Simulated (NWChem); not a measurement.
# nitrogen trifluoride (F3N)

SMILES: FN(F)F
```xyz
4

F      0.6162    -0.1189     1.0658
N     -0.0032     0.4745     0.0000
F      0.6162    -0.1189    -1.0658
F     -1.2298    -0.1314     0.0000
```
Charge 0, spin multiplicity 1.

Program: NWChem. All single points use one geometry, from B3LYP/def2-SVP, a minimum by its harmonic frequencies.

Symmetry labels belong to the abelian group Cs used in the runs, with the axes of the coordinates shown; states degenerate in a higher group split over its labels.

The Pople sets run with spherical d functions.

### Question
List the lowest 3 singlet excitations that TD-BHandHLYP/6-31+G* (spherical d) gives, with oscillator strengths.

### Answer
```tsv
state	symmetry	energy (eV)	wavelength (nm)	f
1	a'	8.84	140	0.018
2	a"	9.10	136	0.057
3	a'	9.11	136	0.057
```
